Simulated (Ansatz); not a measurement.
C6H6 can be A, `C=C1C=CC=C1`, or B, `C1=CC2C3C1C23`.

Calculated with Ansatz (gas phase, PBE0-D4/def2-TZVP geometries, no zero-point term in ΔE). CCSD(T)/CBS is the MP2 limit (def2-TZVPP, def2-QZVPP) plus CCSD(T) − MP2 in def2-TZVPP, frozen cores. Functionals use def2-TZVPP. B3LYP here is the variant with VWN-RPA as its local correlation; programs differ in this.

A:

```xyz
12

C    -0.396    1.021   -1.684
C    -0.133    0.341   -0.564
C     0.922   -0.656   -0.369
C     0.843   -1.096    0.900
C    -0.260   -0.406    1.578
C    -0.841    0.447    0.714
H    -1.203    1.743   -1.729
H     0.189    0.871   -2.585
H     1.624   -0.963   -1.131
H     1.480   -1.837    1.364
H    -0.545   -0.570    2.608
H    -1.679    1.104    0.898
```

B:

Z-matrix (Å, degrees):
```
C
C 1 1.500
C 1 1.516 2 108.7
C 1 1.516 2 108.7 3 60.1
H 1 1.083 2 123.7 3 -149.9
C 2 1.331 1 105.5 3 -30.1
H 2 1.080 1 125.6 3 149.9
C 3 1.516 1 89.5 2 42.8
H 3 1.080 1 135.2 2 -133.6
H 4 1.080 1 135.2 2 133.6
H 6 1.080 2 128.9 1 -180.0
H 8 1.083 3 120.2 1 166.0
```

Problem. Which isomer does CCSD(T)/CBS put lower? Give the gap. (Best estimate.)

Solution. Computed: A, by 172.7 kJ/mol.

Problem. Give E(B) − E(A) in kJ/mol with BLYP-D4, HF/def2-TZVPP, CCSD(T)/def2-TZVPP, B3LYP, CCSD/def2-TZVPP, ωB97M-V, LDA (SPW92). (An estimate is asked.)

Solution. Ansatz gave: BLYP-D4 212.7, HF/def2-TZVPP 202.2, CCSD(T)/def2-TZVPP 172.9, B3LYP 197.7, CCSD/def2-TZVPP 170.2, ωB97M-V 158.3, LDA (SPW92) 138.5. None reverses the order clearly.

Problem. Does the order hold for the free energy at 298.15 K (harmonic terms from PBE0-D4)? (Estimate.)

Solution. The calculation gave: Yes: G(B) − G(A) = +174.9 kJ/mol.

Largest T1 diagnostic: 0.011.

From r2SCAN to r2SCAN0 (25 % exact exchange), in def2-TZVPP and without D4, E(B) − E(A) moves by −12.1 kJ/mol. In def2-TZVPP, CCSD(T) changes the Hartree–Fock value by −29.3 kJ/mol (the triples alone add +2.7 kJ/mol) and MP2 by −46.6 kJ/mol.
